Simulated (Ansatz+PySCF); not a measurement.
A calculation with Ansatz (development build ahead of 0.2.0).

```yaml
crystal:
  periodic: [false, false, false]
  atoms:
    - { symbol: C, position_ang: [0.0, 0.0, 0.0] }
    - { symbol: C, position_ang: [0.81327, 0.81327, 0.81327] }
    - { symbol: C, position_ang: [0.81327, -0.81327, -0.81327] }
    - { symbol: C, position_ang: [-0.81327, 0.81327, -0.81327] }
    - { symbol: C, position_ang: [-0.81327, -0.81327, 0.81327] }
    - { symbol: H, position_ang: [0.25319, 1.41094, 1.41094] }
    - { symbol: H, position_ang: [1.41094, 0.25319, 1.41094] }
    - { symbol: H, position_ang: [1.41094, 1.41094, 0.25319] }
    - { symbol: H, position_ang: [0.25319, -1.41094, -1.41094] }
    - { symbol: H, position_ang: [1.41094, -0.25319, -1.41094] }
    - { symbol: H, position_ang: [1.41094, -1.41094, -0.25319] }
    - { symbol: H, position_ang: [-1.41094, 0.25319, -1.41094] }
    - { symbol: H, position_ang: [-1.41094, 1.41094, -0.25319] }
    - { symbol: H, position_ang: [-0.25319, 1.41094, -1.41094] }
    - { symbol: H, position_ang: [-1.41094, -1.41094, 0.25319] }
    - { symbol: H, position_ang: [-0.25319, -1.41094, 1.41094] }
    - { symbol: H, position_ang: [-1.41094, -0.25319, 1.41094] }
basis:
  gaussian: { orbitals: def2-SVP }
hamiltonian:
  xc: hf
scf:
  omitted_lower_state_checks: [starts, atomic_configurations, cluster_reference, orbital_swaps, given_window_search, neighbouring_geometries, increment]
```

The input is written out in the form of the current development build from the run's settings.

Results

```json
{"Converged": "yes", "Total energy": "-196.08952 hartree", "Spin squared of the determinant": "0.000", "Stability test": "minimum among restricted orbitals"}
```
